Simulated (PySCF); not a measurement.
**SMILES CC(C)(C)CF, C$_{5}$H$_{11}$F**

Molfile (atoms numbered from 1):
```
C5H11F
     RDKit          3D

 17 16  0  0  0  0  0  0  0  0999 V2000
   -0.7731    0.4109   -1.2723 C   0  0  0  0  0  0  0  0  0  0  0  0
   -0.1618   -0.0884    0.0359 C   0  0  0  0  0  0  0  0  0  0  0  0
   -1.0412   -1.1779    0.6512 C   0  0  0  0  0  0  0  0  0  0  0  0
    1.2469   -0.6311   -0.2094 C   0  0  0  0  0  0  0  0  0  0  0  0
   -0.0828    1.0919    0.9973 C   0  0  0  0  0  0  0  0  0  0  0  0
    0.4576    0.7115    2.2029 F   0  0  0  0  0  0  0  0  0  0  0  0
   -0.8511   -0.4118   -1.9996 H   0  0  0  0  0  0  0  0  0  0  0  0
   -0.1580    1.2023   -1.7301 H   0  0  0  0  0  0  0  0  0  0  0  0
   -1.7866    0.8145   -1.1168 H   0  0  0  0  0  0  0  0  0  0  0  0
   -0.6402   -1.4971    1.6242 H   0  0  0  0  0  0  0  0  0  0  0  0
   -1.0911   -2.0592   -0.0067 H   0  0  0  0  0  0  0  0  0  0  0  0
   -2.0699   -0.8162    0.8102 H   0  0  0  0  0  0  0  0  0  0  0  0
    1.7175   -0.9328    0.7377 H   0  0  0  0  0  0  0  0  0  0  0  0
    1.2185   -1.5081   -0.8745 H   0  0  0  0  0  0  0  0  0  0  0  0
    1.8899    0.1295   -0.6809 H   0  0  0  0  0  0  0  0  0  0  0  0
   -1.0901    1.5042    1.1865 H   0  0  0  0  0  0  0  0  0  0  0  0
    0.5486    1.8936    0.5742 H   0  0  0  0  0  0  0  0  0  0  0  0
  1  2  1  0
  2  3  1  0
  2  4  1  0
  2  5  1  0
  5  6  1  0
  1  7  1  0
  1  8  1  0
  1  9  1  0
  3 10  1  0
  3 11  1  0
  3 12  1  0
  4 13  1  0
  4 14  1  0
  4 15  1  0
  5 16  1  0
  5 17  1  0
M  END
```

Computed with quadratic response CAM-B3LYP/def2-TZVPD first hyperpolarisability, Taylor convention, gas phase (PySCF 2.14.0). Geometry: PBE0-D3(BJ)/def2-SVP.

What is the first hyperpolarisability, and how does it disperse?

In au, Taylor convention; the vector part is βᵢ = ⅓ Σⱼ (βᵢⱼⱼ + βⱼᵢⱼ + βⱼⱼᵢ); β∥ is 3/5 of the vector part along the dipole, the dipole points from − to +:
```
                   process  λ (nm)  β vector norm     β∥  β HRS  depolarisation ratio
           static β(0;0,0)       ∞          113.5  -68.1   45.9                  5.45
second harmonic β(−2ω;ω,ω)    1907          116.5  -69.9   47.1                  5.42
         Pockels β(−ω;ω,0)    1907          114.5  -68.7      –                     –
second harmonic β(−2ω;ω,ω)    1064          123.7  -74.2   50.2                  5.36
         Pockels β(−ω;ω,0)    1064          116.8  -70.0      –                     –
```

Which lowest excitations, dipole and polarisabilities go with it?

S1 8.39 eV (f = 0.067); S2 8.60 eV (f = 0.101); S3 8.84 eV (f = 0.062); dipole 1.74 D; isotropic α 64.7 au static, 64.8 au at 1907 nm, 65.1 au at 1064 nm, 65.2 au at 953.5 nm, 66.4 au at 532 nm.
